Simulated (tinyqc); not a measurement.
Born-Oppenheimer dynamics on the RHF/sto-3g surface (energies and gradients from PySCF), for H2O, spin multiplicity 1, step by step. Computed by tinyqc, a small Python program that keeps every step (integrals from PySCF). Settings: charge = 0, multiplicity = 1, basis = sto-3g, time step (fs) = 2.0, steps = 16. Command: `OMP_NUM_THREADS=1 python tinyqc.py 20847 20848 out.jsonl` (the two numbers bound the seeds that draw the settings). One thread of a shared host (Intel(R) Xeon(R) Processor @ 2.60GHz), about 1 s of CPU time with the checks.

positions (bohr):
```
            x          y          z
1O   0.064251   0.039684  -0.083148
2H  -0.028346   1.250999   1.158402
3H   0.007559  -1.256668   1.097931
```

The total energy should stay constant up to terms of order dt^2; the step counts as short enough if it moves by less than 2 % of the largest kinetic energy.

Trajectory:
```
time (fs)  1O-2H (angstrom)  potential (hartree)  kinetic (hartree)  total (hartree)
0.000000           0.919201         -74.95014929         0.00009068     -74.95005861
2.000000           1.032024         -74.96172379         0.00520572     -74.95651806
4.000000           1.057813         -74.95761761         0.00348488     -74.95413273
6.000000           0.947109         -74.96139296         0.00383161     -74.95756135
8.000000           0.947653         -74.95915603         0.00227336     -74.95688266
10.000000          1.050993         -74.95657454         0.00265934     -74.95391520
12.000000          1.026402         -74.96290344         0.00656204     -74.95634140
14.000000          0.924452         -74.95210703         0.00126067     -74.95084636
16.000000          1.027138         -74.96091263         0.00396891     -74.95694373
18.000000          1.054488         -74.95733677         0.00282102     -74.95451575
20.000000          0.954095         -74.96344481         0.00525599     -74.95818882
22.000000          0.949664         -74.95904269         0.00253926     -74.95650344
24.000000          1.041474         -74.95563300         0.00175587     -74.95387714
26.000000          1.020804         -74.96227950         0.00619247     -74.95608702
28.000000          0.932104         -74.95491426         0.00307272     -74.95184154
30.000000          1.016839         -74.96081899         0.00370987     -74.95710912
32.000000          1.050114         -74.95622323         0.00164542     -74.95457781
```

Is the time step short enough?

No. The total energy moves within 8.1e-03 hartree; that is over 2 % of the largest kinetic energy, so the time step is too long.
